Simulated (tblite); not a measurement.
A tight-binding relaxation on `C=NC[C](C)C` [radical].

Computed with GFN2-xTB geometry optimisation, gas phase (tblite 0.8.0). Start geometry: from a force field or distance geometry. A driver script takes a list of jobs; this job's settings line and coordinates (Å) are shown.

Command:
```bash
OMP_NUM_THREADS=1 python probes_run.py task.json out
```

Input:
```
{"job": {"kind": "relax", "xc": "GFN2-xTB", "basis": "xTB"}, "charge": 0, "multiplicity": 2}
C      2.756300     0.282600     0.553600
N      1.562100    -0.074700     0.848400
C      0.610800    -0.589100    -0.084900
C     -0.743100    -0.247900     0.457800
C     -0.893900     1.213800     0.636100
C     -1.905600    -0.981100    -0.127300
H      3.164500     0.262000    -0.446900
H      3.395400     0.659300     1.375400
H      0.753200    -0.150600    -1.114800
H      0.750900    -1.695400    -0.221100
H     -1.703500     1.390500     1.381500
H      0.052100     1.696500     0.986700
H     -1.220700     1.713400    -0.276700
H     -2.386400    -1.550500     0.713700
H     -1.580800    -1.695100    -0.900200
H     -2.618800    -0.224700    -0.524900
```

Output:
```
step      E/eV     max force
  0    -506.24706    2.347
  1    -506.36644    2.462
  2    -506.44324    0.702
  3    -506.47711    0.456
  4    -506.50040    0.400
  5    -506.51032    0.394
  6    -506.53355    0.363
  7    -506.55151    0.381
  8    -506.56788    0.299
  9    -506.58017    0.256
... (93 lines left out)
103    -506.74364    0.028
104    -506.74381    0.025
105    -506.74402    0.044
106    -506.74429    0.047
107    -506.74456    0.032
108    -506.74474    0.027
109    -506.74485    0.024
110    -506.74489    0.018
111    -506.74492    0.012
112    -506.74493    0.006
```

«max force» is the largest atomic force in eV/Å.

Question: From which step on does the largest force stay under 0.1 eV/Å, and how much energy is left to gain from there?

Answer: From step 97 (0.083 eV/Å), 3.0 meV above the end.

Main results: energy lowered by 11.5 kcal/mol over 112 steps; largest atomic force 0.006 eV/Å at the end.

Time: 0.59 s wall. Hardware: an Arm Neoverse V1 with one thread, no GPU, shared host with 32 logical CPUs at a one-minute load of 29.
Labels such as C1 count atoms from 1, the log's own numbers from 0.
